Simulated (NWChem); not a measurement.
System: sulfur dioxide (SO2); SMILES O=S=O

Here is an NWChem input.

```
start job
memory heap 200 mb stack 900 mb global 1100 mb
geometry units angstroms noautosym nocenter noautoz
  O      1.250381     0.000000     0.373591
  S      0.000000     0.000000    -0.369092
  O     -1.250381     0.000000     0.373591
end
basis spherical
  * library def2-svpd
end
dft
  xc hfexch
  iterations 150
end
property
  response 1 0.0
end
task dft property
```

Output (shortened):

```
             Northwest Computational Chemistry Package (NWChem) 7.3.0
             --------------------------------------------------------

                             Geometry "geometry" -> ""
                             -------------------------

 Output coordinates in angstroms (scale by  1.889725989 to convert to a.u.)

  No.       Tag          Charge          X              Y              Z
 ---- ---------------- ---------- -------------- -------------- --------------
    1 O                    8.0000     1.25038100     0.00000000     0.37359100
    2 S                   16.0000     0.00000000     0.00000000    -0.36909200
    3 O                    8.0000    -1.25038100     0.00000000     0.37359100

 Effective nuclear repulsion energy (a.u.)     106.6927956085

  xc_inp: hfexch multiplicative factor not found.
                              NWChem Property Module
                              ----------------------

                                 NWChem DFT Module
                                 -----------------

 Summary of "ao basis" -> "ao basis" (spherical)
 ------------------------------------------------------------------------------
       Tag                 Description            Shells   Functions and Types
 ---------------- ------------------------------  ------  ---------------------
 O                         def2-svpd                 9       23   4s3p2d
 S                         def2-svpd                11       27   5s4p2d

            General Information
            -------------------
          SCF calculation type: DFT
          Wavefunction type:  closed shell.
          No. of atoms     :     3
          No. of electrons :    32
           Alpha electrons :    16
            Beta electrons :    16
          Charge           :     0
          Spin multiplicity:     1
          Use of symmetry is: off; symmetry adaption is: off
          Maximum number of iterations: 150
          AO basis - number of functions:    73
                     number of shells:    29
          Convergence on energy requested:  1.00D-06
          Convergence on density requested:  1.00D-05
          Convergence on gradient requested:  5.00D-04

              XC Information
              --------------
                     Hartree-Fock (Exact) Exchange  1.000

      Superposition of Atomic Density Guess
      -------------------------------------

 Sum of atomic energies:        -546.74025540

      Non-variational initial energy
      ------------------------------

 Total energy =    -547.582467
 1-e energy   =    -967.293762
 2-e energy   =     313.018499
 HOMO         =      -0.339584
 LUMO         =      -0.121946

   convergence    iter        energy       DeltaE   RMS-Dens  Diis-err
 ---------------- ----- ----------------- --------- --------- ---------
 d= 0,ls=0.0,diis     1   -546.8369937106 -6.54D+02  1.34D-02  9.96D-01
 d= 0,ls=0.0,diis     2   -546.8921301316 -5.51D-02  5.93D-03  5.62D-01
 d= 0,ls=0.0,diis     3   -546.9464803950 -5.44D-02  9.16D-04  6.58D-03
 d= 0,ls=0.0,diis     4   -546.9473670186 -8.87D-04  4.06D-04  4.03D-04
 d= 0,ls=0.0,diis     5   -546.9474775944 -1.11D-04  8.07D-05  2.00D-05
  Resetting Diis
 d= 0,ls=0.0,diis     6   -546.9474863389 -8.74D-06  3.11D-05  2.22D-06
 d= 0,ls=0.0,diis     7   -546.9474873424 -1.00D-06  5.49D-06  1.24D-07
 d= 0,ls=0.0,diis     8   -546.9474873743 -3.19D-08  2.22D-06  2.67D-08

         Total DFT energy =     -546.947487374332
      One electron energy =     -965.987823995023
           Coulomb energy =      353.750596479829
    Exchange-Corr. energy =      -41.403055467666
 Nuclear repulsion energy =      106.692795608529

 Numeric. integr. density =        0.000000000000

                       DFT Final Molecular Orbital Analysis
                       ------------------------------------

 Vector   14  Occ=2.000000D+00  E=-5.471371D-01
              MO Center=  1.2D-14,  9.9D-16,  2.8D-01, r^2= 2.2D+00
   Bfn.  Coefficient  Atom+Function         Bfn.  Coefficient  Atom+Function
  ----- ------------  ---------------      ----- ------------  ---------------
     5      0.333371  1 O  px                55      0.333371  3 O  px
     7     -0.304606  1 O  pz                57      0.304606  3 O  pz
    10     -0.254294  1 O  pz                60      0.254294  3 O  pz
     8      0.225992  1 O  px                58      0.225992  3 O  px
    44      0.117336  2 S  d  1              35     -0.067687  2 S  px

 Vector   15  Occ=2.000000D+00  E=-5.223514D-01
              MO Center=  8.2D-14, -1.2D-15,  2.9D-01, r^2= 2.1D+00
   Bfn.  Coefficient  Atom+Function         Bfn.  Coefficient  Atom+Function
  ----- ------------  ---------------      ----- ------------  ---------------
     6      0.420179  1 O  py                56     -0.420179  3 O  py
     9      0.334748  1 O  py                59     -0.334748  3 O  py
    41      0.135373  2 S  d -2              12      0.073020  1 O  py
    62     -0.073020  3 O  py                19     -0.042576  1 O  d -2
    69     -0.042576  3 O  d -2              20     -0.026559  1 O  d -1

 Vector   16  Occ=2.000000D+00  E=-5.026701D-01
              MO Center=  1.2D-13, -8.0D-16, -1.1D-01, r^2= 2.1D+00
   Bfn.  Coefficient  Atom+Function         Bfn.  Coefficient  Atom+Function
  ----- ------------  ---------------      ----- ------------  ---------------
    27      0.397123  2 S  s                  7      0.369500  1 O  pz
    57      0.369500  3 O  pz                10      0.278172  1 O  pz
    60      0.278172  3 O  pz                37     -0.275379  2 S  pz
    34     -0.268781  2 S  pz                26      0.229748  2 S  s
    25     -0.154789  2 S  s                 31     -0.139789  2 S  pz

 Vector   17  Occ=0.000000D+00  E=-8.310280D-03
              MO Center= -1.5D-15,  7.2D-15, -3.5D-01, r^2= 2.7D+00
   Bfn.  Coefficient  Atom+Function         Bfn.  Coefficient  Atom+Function
  ----- ------------  ---------------      ----- ------------  ---------------
    36      0.688715  2 S  py                39      0.507625  2 S  py
    33      0.338623  2 S  py                 9     -0.294014  1 O  py
    59     -0.294014  3 O  py                 6     -0.292172  1 O  py
    56     -0.292172  3 O  py                12     -0.260598  1 O  py
    62     -0.260598  3 O  py                30      0.186859  2 S  py

 Vector   18  Occ=0.000000D+00  E= 7.461615D-02
              MO Center= -4.2D-12,  1.0D-14, -9.4D-01, r^2= 1.0D+01
   Bfn.  Coefficient  Atom+Function         Bfn.  Coefficient  Atom+Function
  ----- ------------  ---------------      ----- ------------  ---------------
    28      3.402447  2 S  s                  4     -1.689181  1 O  s
    54     -1.689181  3 O  s                 27      0.695356  2 S  s
    13      0.598839  1 O  pz                63      0.598839  3 O  pz
    37      0.385233  2 S  pz                11      0.364331  1 O  px
    61     -0.364331  3 O  px                48     -0.282132  2 S  d  0

 Vector   19  Occ=0.000000D+00  E= 8.268472D-02
              MO Center=  1.7D-12,  1.8D-14, -5.0D-01, r^2= 1.2D+01
   Bfn.  Coefficient  Atom+Function         Bfn.  Coefficient  Atom+Function
  ----- ------------  ---------------      ----- ------------  ---------------
    40      2.120744  2 S  pz                28      1.857568  2 S  s
     4     -1.378810  1 O  s                 54     -1.378810  3 O  s
    27      0.857204  2 S  s                 11      0.447776  1 O  px
    61     -0.447776  3 O  px                13     -0.388818  1 O  pz
    63     -0.388818  3 O  pz                37      0.376742  2 S  pz

     Multipole analysis of the density
     ---------------------------------

     L   x y z        total         alpha         beta         nuclear
     -   - - -        -----         -----         ----         -------
     0   0 0 0     -0.000000    -16.000000    -16.000000     32.000000

     1   1 0 0      0.000000      0.000000      0.000000      0.000000
     1   0 1 0      0.000000      0.000000      0.000000      0.000000
     1   0 0 1     -0.857845     -0.496937     -0.496937      0.136030

     2   2 0 0    -21.077109    -55.204074    -55.204074     89.331039
     2   1 1 0     -0.000000     -0.000000     -0.000000      0.000000
     2   1 0 1      0.000000      0.000000      0.000000      0.000000
     2   0 2 0    -15.705432     -7.852716     -7.852716      0.000000
     2   0 1 1     -0.000000     -0.000000     -0.000000      0.000000
     2   0 0 2    -17.273222    -16.515783    -16.515783     15.758343

 *** CALLING NEW AORESP DRIVER FOR CLOSED AND OPEN SHELLS ***
 Entering AOResponse driver routine

--------------------------------------------------------------------------------

          -----------------------------------------------
          Solving response equations for perturbing field
          -----------------------------------------------

 number of frequencies:     1
 frequency in a.u.:  0.0000000E+00
 Perturbing field: electric
 Using El. Dipole Length Gauge

 Setting up CPKS with frequency omega =      0.00000000 a.u.

 STATIC response

                                NWChem CPHF Module
                                ------------------

[...]

 DFT Linear Response polarizability / au
 Frequency  =       0.0000000 / au
              X              Y              Z
 -----------------------------------------------
 X      32.5102973      0.0000000      0.0000000
 Y      -0.0000000     18.5679875      0.0000000
 Z      -0.0000000      0.0000000     20.8345379
 -----------------------------------------------
 Eigenvalues =      32.5102973     18.5679875     20.8345379
 Isotropic   =      23.9709409
 Anisotropic =      12.9585611
 -----------------------------------------------

 Magnetic Dipole Response Matrix (nonzero elements):

 Exiting AOResponse driver routine
```

Level: Hartree-Fock/def2-SVPD. The geometry was optimised at PBE0/def2-SVP.
